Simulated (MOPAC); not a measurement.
MOPAC input (PM7):

```
PM7 1SCF CHARGE=1 GEO-OK AUX(PRECISION=9) THREADS=1
C3H4N

C    -0.13468339 1   -1.70254242 1   -0.01346726 1
C     0.62070568 1   -0.59582440 1   -0.00184907 1
C     0.02614069 1    0.67530082 1    0.00522470 1
H    -1.21651456 1   -1.66781317 1   -0.01784364 1
H     0.33619508 1   -2.67690930 1   -0.01882473 1
H     1.70529948 1   -0.60535527 1    0.00272993 1
N    -0.43629138 1    1.72086322 1    0.01115740 1
H    -0.84391818 1    2.64243120 1    0.01638639 1
```

Task: What heat of formation does the run end on, and which ionisation energy by Koopmans theorem?

Result: 215.12 kcal/mol; 16.51 eV.
